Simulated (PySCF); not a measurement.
Frontier orbitals and the lowest excitations

Species: SiMeH3, CH6Si.
Structure used (PBE0-D3(BJ)/def2-SVP), in Å, numbered top down from 1:
```
atom  x, y, z in Å
Si1   -0.002    0.003   -0.888
C2     0.002   -0.004    0.992
H3    -1.025    0.042    1.385
H4     0.558    0.861    1.385
H5     0.476   -0.919    1.379
H6     1.396   -0.028   -1.420
H7    -0.674    1.233   -1.412
H8    -0.731   -1.190   -1.421
```

Method: TDDFT wB97X-D/def2-SVPD, vertical, gas phase, core orbitals frozen in the response (PySCF).

Frontier orbitals with the atoms that hold most of them (Löwdin shares over 4%, at most four atoms; ? is withheld):

| orbital | ε (eV) | atoms |
| --- | --- | --- |
| HOMO-3 | -13.55 | C2 46%, H3 22%, H4 13%, Si1 8% |
| HOMO-2 | -11.25 | Si1 38%, H8 29%, H7 16%, C2 8% |
| HOMO-1 | -11.25 | Si1 38%, H6 29%, H7 16%, C2 8% |
| HOMO | -11.14 | C2 43%, Si1 29%, H3 5%, H4 5% |
| LUMO | ? | ? |
| LUMO+1 | 2.57 | Si1 42%, C2 13%, H7 12%, H8 12% |
| LUMO+2 | 3.27 | Si1 54%, H8 15%, H7 11%, H6 8% |

Give the leading atoms of the LUMO.

Si1 (bonded to C and 3 H) 42%; C2 (bonded to Si and 3 H) 21%; H3 (bonded to C) 6%; H4 (bonded to C) 6%. By element: silicon 42%, carbon 21%, hydrogen 13% or more.

What is the LUMO energy, and the HOMO–LUMO gap?

ε(LUMO) = 2.05 eV; the gap is 13.19 eV (0.4846 hartree).

Within 0.005 eV of a neighbour in this list lie HOMO-2/HOMO-1 (point group found: C3v); within a degenerate set the shares of single atoms can hang on how the components are chosen.

How does S1 compare with the orbital gap of 13.19 eV?

S1 is at 8.76 eV (f = 0.096), 4.43 eV below the gap, made of HOMO→LUMO (94%). Without the coupling terms of the response equations the lowest excitation would equal the gap.

Next come S2 at 8.77 eV (f 0.024), HOMO-2/HOMO-1→LUMO (≥80%); S3 at 8.77 eV (f 0.024), HOMO-2/HOMO-1→LUMO (≥80%); S4 at 9.29 eV (f 0.0000), HOMO-2/HOMO-1→LUMO+2 (≥48%), HOMO-2/HOMO-1→LUMO+3 (≥48%); S5 at 9.32 eV (f 0.124), HOMO-2/HOMO-1→LUMO+1 (≥81%), HOMO-2/HOMO-1→LUMO (≥12%).

Orbitals of the list HOMO-3 to LUMO+2 that lie within 0.01 eV of each other are written together with a slash and their weights summed (≥ marks a lower bound); for degenerate orbitals outside that list single weights are arbitrary.
